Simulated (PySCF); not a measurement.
Species: tropyl radical, C₇H₇ (doublet state).
Numbering: `[CH:1]1[CH:2]=[CH:3][CH:4]=[CH:5][CH:6]=[CH:7]1` (hydrogens: H8 on C1; H9 on C2; H10 on C3; H11 on C4; H12 on C5; H13 on C6; H14 on C7)

Structure used (PBE0-D3(BJ)/def2-SVP), in Å, numbered top down from 1:
```
atom  x, y, z in Å
C1    -1.3753   -0.8583   -0.1281
C2    -1.5078    0.5655   -0.1076
C3    -0.5429    1.5270   -0.0134
C4     0.8936    1.3491    0.0928
C5     1.5997    0.1839    0.1239
C6     1.1252   -1.1691    0.0607
C7    -0.1931   -1.5985   -0.0507
H8    -2.3044   -1.4267   -0.2123
H9    -2.5375    0.9324   -0.1788
H10   -0.8861    2.5654   -0.0173
H11    1.4747    2.2737    0.1556
H12    2.6867    0.2874    0.2094
H13    1.8913   -1.9468    0.1049
H14   -0.3255   -2.6860   -0.0834
```

Computed with UKS B3LYP, IGLO-III on C, pcH-1 on H, non-relativistic, mean-field spin-orbit, GIAO (PySCF). Geometry: PBE0-D3(BJ)/def2-SVP; no solvent, vibrations or thermal averaging. Stability of the SCF solution: not tested.

Task: Break the g tensor into its mass correction, gauge correction and orbital-Zeeman/spin–orbit terms.

Result: 
| Δg (ppm) | 1 | 2 | 3 |
| --- | --- | --- | --- |
| relativistic mass correction | -147 | -147 | -147 |
| gauge correction | 17 | 38 | 38 |
| orbital Zeeman/spin–orbit | -51 | 652 | 655 |
| total | -180 | 543 | 546 |

So g = 2.00214, 2.00286, 2.00287 and g_iso = 2.00262; the tensor is close to axial: the two nearest values differ by under 1 % of g3 − g1. Axes: g1 is normal to the molecular plane.

Task: Average each term over the three axes. Which is largest in size?

Result: The orbital-Zeeman/spin–orbit term 419, the mass correction -147 and the gauge correction 31 ppm, for a total of 303 ppm. The orbital-Zeeman/spin–orbit term is the largest in size. The mass correction is the same along every axis, so the anisotropy comes from the other two: their spans along these axes are 21 (gauge) and 706 ppm (orbital Zeeman/spin–orbit).

Task: At 9.517 GHz, how far is the centre of the isotropic spectrum from where a free electron (g = 2.002319) resonates?

Result: B = hν/(g μB) with μB/h = 13.99624 MHz/mT gives 339.59 mT for the free electron and 339.54 mT at g_iso, 0.05 mT lower.

Task: What are the electron Larmor frequencies g μB B/h along the three axes at 340 mT?

Result: 9.5276, 9.5311, 9.5311 GHz for g1, g2 and g3, a range of 3.5 MHz.

Task: In a frozen sample, at which fields do the three g values resonate at 9.5, 34, 94 and 263 GHz (hyperfine left aside), and which band first spreads them over more than twice a line width of 1.0 mT?

Result: 
| band | GHz | B(g3) mT | B(g2) mT | B(g1) mT | spread mT |
| --- | --- | --- | --- | --- | --- |
| X | 9.5 | 338.89 | 338.89 | 339.01 | 0.12 |
| Q | 34.0 | 1212.87 | 1212.88 | 1213.31 | 0.44 |
| W | 94.0 | 3353.24 | 3353.24 | 3354.46 | 1.22 |
| J | 263.0 | 9381.94 | 9381.95 | 9385.34 | 3.40 |

The spread grows in proportion to the frequency. J band is the first where it exceeds 2.0 mT.

The Mulliken spin populations are largest on C1 (+0.47), C6 (+0.45), C3 (+0.25) and C4 (+0.21). Four atoms exceed +0.15. The positive populations add up to 1.40 and the negative ones to -0.40, together 2S = 1.

The HOMO–LUMO gaps are 2.06 eV among the α and 5.52 eV among the β orbitals.
